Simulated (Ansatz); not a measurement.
The input, for Ansatz 0.2.0:

```yaml
crystal:
  periodic: [false, false, false]
  atoms:
    - {symbol: B, position_ang: [0.638980, 0.000000, 0.751595]}
    - {symbol: Be, position_ang: [-0.783630, 0.000000, -0.713864]}
    - {symbol: H, position_ang: [0.152991, 0.000000, -1.678696]}
basis:
  gaussian: {orbitals: cc-pVDZ}
correlation: {method: fic_mrcisd_q, electrons: outside_noble_gas, active_space: {window: {electrons: 2, orbitals: 2}}}
```

```sh
$ ansatz run in.yaml --threads 1 --pin off --events-out ev --progress --plain --max-ram 2393MiB
```

(1) Roughly how long does this take on 1 thread of AMD EPYC 9B45, shared host, and how much host memory?

```
306 factors; integrals over basis functions are off by at most 9.5e-4 eV
mean field evaluation 1: about -1078.2830 eV, gradient 1.1e1 eV
mean field evaluation 2: about -1078.3221 eV, gradient 1.1e1 eV
mean field evaluation 4: about -1079.6437 eV, gradient 2.3e0 eV
mean field evaluation 8: about -1079.7862 eV, gradient 2.4e-1 eV
mean field evaluation 16: about -1071.7993 eV, gradient 2.1e1 eV
mean field -1079.78926345 eV, -39.6815235244 hartree, gradient 1.3e-6 eV, S^2 0.000000; 1 other end points of the search recorded, 0 dependent functions left out; unrestricted orbitals would lower it
reference -1079.78926345 eV, -39.6815235244 hartree; 5, 5 occupied and 28, 28 virtual orbitals, 306 factors
state -1080.53636283 eV, -39.7089789201 hartree
contracted CI cycle   1: correlation 0.00000000 eV, 0.0000000000 hartree, residual 1.09e1 eV
contracted CI cycle   2: correlation -2.76641057 eV, -0.1016637134 hartree, residual 2.20e0 eV
contracted CI cycle   3: correlation -2.90247218 eV, -0.1066638852 hartree, residual 8.77e-1 eV
contracted CI cycle   4: correlation -2.92481783 eV, -0.1074850726 hartree, residual 3.75e-1 eV
contracted CI cycle   5: correlation -2.92909808 eV, -0.1076423689 hartree, residual 1.54e-1 eV
contracted CI cycle   6: correlation -2.93009772 eV, -0.1076791051 hartree, residual 9.24e-2 eV
contracted CI cycle   7: correlation -2.93044670 eV, -0.1076919298 hartree, residual 4.65e-2 eV
contracted CI cycle   8: correlation -2.93052470 eV, -0.1076947963 hartree, residual 2.40e-2 eV
contracted CI cycle   9: correlation -2.93054665 eV, -0.1076956030 hartree, residual 1.26e-2 eV
contracted CI cycle  10: correlation -2.93055299 eV, -0.1076958358 hartree, residual 6.34e-3 eV
contracted CI cycle  11: correlation -2.93055447 eV, -0.1076958905 hartree, residual 2.92e-3 eV
contracted CI cycle  12: correlation -2.93055479 eV, -0.1076959020 hartree, residual 1.30e-3 eV
contracted CI cycle  13: correlation -2.93055484 eV, -0.1076959041 hartree, residual 5.78e-4 eV
state -1080.53636283 eV, -39.7089789201 hartree; corrected -1083.76302112 eV, -39.8275564251 hartree
Total energy: -1083.76302112 eV, -39.8275564251 hartree
```

Natural occupations: 1.8127 0.1873.

For the same geometry and basis RCCSDTQ lies 33.8 meV higher.

Answers

(1) 0.21 s wall and 0.1 GiB.
